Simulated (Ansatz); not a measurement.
**Atomization energy of HS, doublet, from cheap to dear**

Geometry (MP2(full)/6-31G*, from the G2/97 set):

```
atom   x (Å)   y (Å)   z (Å)
   S  0.0000  0.0000  0.0000
   H  0.0000  0.0000  1.3444
```

Measured, as an electronic atomization energy: 363.5 kJ/mol (G2/97 heats of formation of molecule and atoms, with zero-point and thermal terms from B3LYP taken off; Curtiss et al., J. Chem. Phys. 106, 1063 (1997), Staroverov et al., J. Chem. Phys. 119, 12129 (2003)). The measured value holds scalar relativity and spin–orbit coupling, which all computed ones lack, and core correlation, which the wave-function levels lack. Atoms are taken at the same level, with ROHF references for molecule and atoms in the R rows. The atoms' steps beyond CCSDT(Q) are taken from restricted open-shell runs, which share full CI's core. Ansatz 0.2.0; the 6-31G* set has Cartesian d functions; a miss is computed less measured; times are wall times on shared hosts and scatter by a factor of two or so. A small miss in a small set is a cancellation of the method's error against the basis error.

| level | basis | miss (kJ/mol) | time of the run | hardware |
| --- | --- | --- | --- | --- |
| UHF | STO-3G | -65.6 | 0.06 s | 1 CPU thread |
| CISDTQ | STO-3G | -8.0 | 0.12 s | 1 CPU thread |
| B2PLYP | 6-31G | -73.4 | 0.28 s | 1 CPU thread |
| RPA-PBE | 6-31G | -115.1 | 0.31 s | 1 CPU thread |
| RPA-PBE | STO-3G | -8.0 | 0.31 s | 1 CPU thread |
| B2PLYP | 6-31G* | -30.0 | 0.33 s | 1 CPU thread |
| PBE | STO-3G | 75.5 | 0.34 s | 1 CPU thread |
| CISD | 6-31G* | -71.0 | 0.36 s | 1 CPU thread |
| UCCSDT | STO-3G | -8.0 | 0.37 s | 1 CPU thread |
| UCCSD(T) | 6-31G | -109.3 | 0.37 s | 1 CPU thread |
| B3LYP | cc-pV(D+d)Z | -1.7 | 0.39 s | 1 CPU thread |
| B3LYP | cc-pV(T+d)Z | 4.9 | 0.39 s | 1 CPU thread |
| PBE | 6-31G* | -9.2 | 0.41 s | 1 CPU thread |
| UHF | cc-pV(Q+d)Z | -108.0 | 0.43 s | 1 CPU thread |
| BCCD(T) | 6-31G* | -64.0 | 0.49 s | 1 CPU thread |
| RPA-PBE | cc-pV(D+d)Z | -35.3 | 0.49 s | 1 CPU thread |
| BHLYP | cc-pV(T+d)Z | -5.0 | 0.52 s | 1 CPU thread |
| BCCD(T) | 6-31G | -109.3 | 0.53 s | 1 CPU thread |
| NEVPT2 (valence space) | cc-pV(T+d)Z | -18.8 | 0.58 s | 1 CPU thread |
| PBE-QIDH | cc-pV(T+d)Z | -6.5 | 0.58 s | 1 CPU thread |
| r2SCANh | 6-31G* | -11.3 | 0.61 s | 1 CPU thread |
| r2SCAN | 6-31G* | -8.7 | 0.67 s | 1 CPU thread |
| r2SCANh | cc-pV(D+d)Z | -0.6 | 0.7 s | 1 CPU thread |
| PBE0 | cc-pV(Q+d)Z | -0.3 | 0.79 s | 1 CPU thread |
| RCCSDTQ | STO-3G | -8.0 | 0.79 s | 1 CPU thread |
| NEVPT4(SD) (valence space) | cc-pV(T+d)Z | -10.8 | 0.97 s | 1 CPU thread |
| wB97M-V | 6-31G* | -4.3 | 1 s | 1 CPU thread |
| wB97X-V | cc-pV(T+d)Z | 8.0 | 1.2 s | 1 CPU thread |
| B2PLYP | cc-pV(Q+d)Z | 0.9 | 1.4 s | 1 CPU thread |
| r2SCANh | cc-pV(T+d)Z | 5.0 | 1.4 s | 1 CPU thread |
| RPA-PBE | cc-pV(Q+d)Z | -9.7 | 1.5 s | 1 CPU thread |
| UCCSD(T) | cc-pV(T+d)Z | -9.6 | 2.1 s (with forces) | 1 CPU thread |
| wB97M-V | cc-pV(Q+d)Z | 8.6 | 2.2 s | 1 CPU thread |
| NEVPT2 (valence space) | cc-pV(Q+d)Z | -12.5 | 2.7 s | 1 CPU thread |
| UCCSDT(Q) | cc-pV(Q+d)Z | -1.4 | 4.2 s | H100 + 2 CPU threads |
| UCCSD(T) | cc-pV(Q+d)Z | -1.7 | 4.3 s | 1 CPU thread |
| RCCSDTQ | cc-pV(D+d)Z | -30.8 | 6.5 s | H100 + 2 CPU threads |
| UCCSDTQ | cc-pV(D+d)Z | -30.8 | 6.5 s | H100 + 2 CPU threads |
| RCCSDTQ | 6-31G* | -63.6 | 10 s | 1 CPU thread |
| full CI | cc-pV(D+d)Z | -30.8 | 21 s | 1 CPU thread |

HF's time is that of a plain UHF run.

The smallest set from which on each level stays within 1 kcal/mol of its own cc-pV(Q+d)Z value (sets in order of size: STO-3G, 6-31G, 6-31G*, cc-pV(D+d)Z, cc-pV(T+d)Z, cc-pV(Q+d)Z): RHF cc-pV(T+d)Z; UHF cc-pV(T+d)Z; PBE cc-pV(T+d)Z; r2SCAN cc-pV(T+d)Z; B3LYP cc-pV(T+d)Z; wB97M-V cc-pV(D+d)Z; B2PLYP cc-pV(T+d)Z; RMP2 none (cc-pV(T+d)Z is 1.9 kcal/mol off); UMP2 none (cc-pV(T+d)Z is 1.9 kcal/mol off); RCCSD(T) none (cc-pV(T+d)Z is 1.9 kcal/mol off); UCCSD(T) none (cc-pV(T+d)Z is 1.9 kcal/mol off).
